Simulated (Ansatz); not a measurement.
**Scan of HSiMg, quartet**

Starting geometry (PBE0/def2-TZVP stationary point for this spin, not checked as a minimum):

```xyz
3

Si    0.0000    0.0000    0.3275
Mg    0.0000    0.0000   -2.1517
H     0.0000    0.0000    1.8241
```

From there all distances are scaled together; atoms are numbered as listed. Energies are in kJ/mol, counted from the starting geometry at the same level. Kohn–Sham curves are unrestricted where that lies lower.

Basis 6-31G; Ansatz 0.2.0. Correlated methods freeze the noble-gas cores. The metal's outer-core shells are frozen, which leaves out core–valence correlation.

In so small a basis the reference is far from its limit while semilocal and hybrid functionals are nearer theirs (RPA and double hybrids share much of the reference's basis error), so the functionals' errors here hold much of the reference's basis and frozen-core error, which can add to them or hide them.

Full CI is exact within this basis and frozen core; it isn't the basis-set limit.

```
scale of all distances  full CI    PBE  r2SCAN   PBE0  B3LYP  wB97M-V  B2PLYP  PBE-QIDH  RPA-PBE
                 0.864    132.8  121.5   118.0  115.7  115.2    110.7   117.3     116.3    135.4
                 1.000      0.0    0.0     0.0    0.0    0.0      0.0     0.0       0.0      0.0
                 1.139     26.5   32.8    39.3   41.1   37.5     44.4    38.7      43.9     22.1
                 1.314    121.3  136.2   152.2  155.7  142.2    160.3   148.4     165.6    110.5
                 1.475    186.9  222.0   243.9  242.2  217.5    229.5   220.6     245.2    172.9
                 1.721    218.0  289.0   314.4  295.6  269.2    262.4   256.6     278.4    202.2
                 2.012    225.9  312.9   343.8  314.2  287.3    275.2   268.3     290.2    196.7
                 2.394    228.8  323.4   355.3  321.9  294.0    279.9   272.6     295.0    187.8
```

**Question.** Judged by the spread of the error over the points with a reference (largest less smallest), which of these follows full CI best and which worst?

**Answer.** Subtracting the full CI column from each: best RPA-PBE (errors from -40.9 to 2.6, spread 43.5 kJ/mol), worst r2SCAN (from -14.8 to 126.5, spread 141.3 kJ/mol). Functionals and wave-function methods converge differently with the basis, so part of this is basis effect.

PBE-QIDH at 2.394 lies 66.2 kJ/mol (29 %) above the reference in this basis. r2SCAN at 2.394 lies 126.5 kJ/mol (55 %) above the reference in this basis. B2PLYP at 2.394 lies 43.8 kJ/mol (19 %) above the reference in this basis. PBE at 2.394 lies 94.6 kJ/mol (41 %) above the reference in this basis.
